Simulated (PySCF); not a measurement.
Compound: CH8AlSi (charge -1).
Atom-mapped SMILES: `[AlH3-:1][CH2:2][SiH3:3]` (hydrogens: H4, H5, H6 on Al1; H7, H8 on C2; H9, H10, H11 on Si3)

The closed-shell ground state was solved at several levels (PySCF, density fitting, gas phase, non-relativistic). Isolated species at its PBE0-D3(BJ)/def2-SVP geometry, gas phase. The geometry's basis has no diffuse functions, a weakness for an anion. No diffuse functions stand in pcSseg-1 and pcSseg-2, which bears on an anion's orbital energies.

| level | basis functions | total energy (Eh) | HOMO (eV) | LUMO (eV) | gap (eV) |
| --- | --- | --- | --- | --- | --- |
| wB97X-D/pcSseg-2 | 234 | -574.9027 | -4.56 | 5.64 | 10.20 |
| PBE0/pcSseg-1 | 105 | -574.5512 | -2.58 | 4.81 | 7.39 |

Question: Estimate the row for CAM-B3LYP/def2-SVPD, a basis of 132 functions; the other rows only guide the guess.

Answer: Total energy -574.6580 Eh, HOMO -4.01 eV, LUMO 4.41 eV, gap 8.42 eV.

Question: Over all these levels, which gives the widest orbital gap and which the narrowest?

Answer: wB97X-D/pcSseg-2 (range-separated hybrid) has the widest, 10.20 eV, and PBE0/pcSseg-1 (global hybrid, 25 % exact exchange) the narrowest, 7.39 eV. Functional and basis both differ between the two, so the spread mixes both effects.

The pairwise dispersion term of wB97X-D wasn't added to the energies; at a given geometry it leaves orbitals and properties as they are.
